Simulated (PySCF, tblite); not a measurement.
# chlorine and methylamine

A gas-phase complex of chlorine and methylamine; neutral, singlet. The structure comes from a short search (6 tight-binding starts) and was relaxed by PBE0-D3(BJ)/def2-SVPD; another way of binding may lie lower. Frequencies by PBE0-D3(BJ)/def2-SVPD show no clear imaginary mode.

Parts: 1 = chlorine (ClCl), atoms 1–2; 2 = methylamine (CN), atoms 3–9.

Coordinates in Å:
```
Cl1    -0.241    0.897    0.018
Cl2    -1.622   -0.758   -0.173
C3     -4.469   -1.982   -0.345
N4     -3.109   -2.484   -0.373
H5     -5.225   -2.780   -0.435
H6     -4.606   -1.269   -1.167
H7     -4.633   -1.444    0.596
H8     -2.859   -2.937   -1.246
H9     -2.885   -3.100    0.401
```

```tsv
contact	kind (by geometry)	distance (Å)	angle (°)
Cl1–Cl2···N4	halogen bond	2.287	179
```

Deforming the relaxed parts to their shape here costs 5.8 kcal/mol, which the interaction energies leave out.

Interaction energies are complex less parts, with the parts frozen as they stand in it; counterpoise-corrected, in kcal/mol (PySCF).

(1) How strongly do the parts interact, level by level?

(2) What holds them together? Decompose the wB97M-D3(BJ)/def2-TZVPD energy: frozen parts, their antisymmetrised product, then relaxation.

The parts were also relaxed and run alone, at the levels used for the complex: shieldings by PBE0/pcSseg-2; core levels by delta-SCF with SCAN, pcX-2 on the ionised atom and pcseg-1 elsewhere, spin-free X2C (2p3/2 is the spin-free 2p value less a third of a first-order spin-orbit splitting).

Values alone: Cl1–Cl2 bond (Å): 2.029; shielding of Cl2 (ppm): 543.6; shielding of N4 (ppm): 244.5; shielding of Cl1 (ppm): 543.6; Cl1 2p3/2 core level (eV): 207.95; Cl2 2p3/2 core level (eV): 207.95; N4 1s core level (eV): 405.09.

(3) What does binding change?

Results:

(1) 
| level | interaction | superposition error removed |
| --- | --- | --- |
| wB97M-D3(BJ)/def2-TZVPD | -9.56 | -0.35 |
| PBE0-D3(BJ)/def2-TZVPD | -15.15 | -0.38 |

(2) electrostatic -36.3, Pauli repulsion +57.5, orbital relaxation -29.3, dispersion correction -1.8 kcal/mol, which sum to the value before the counterpoise correction; the Pauli term holds the exchange-correlation of the frozen density too. Of the attraction, 54 % is electrostatic, 43 % is orbital relaxation, 3 % is dispersion correction.

(3) 
```csv
property,alone,in the complex,change
Cl1–Cl2 bond (Å),2.029,2.163,+0.134
shielding of Cl2 (ppm),543.6,492.0,-51.6
shielding of N4 (ppm),244.5,200.7,-43.8
shielding of Cl1 (ppm),543.6,477.8,-65.7
Cl1 2p3/2 core level (eV),207.95,204.40,-3.56
Cl2 2p3/2 core level (eV),207.95,205.93,-2.02
N4 1s core level (eV),405.09,406.29,+1.19
```
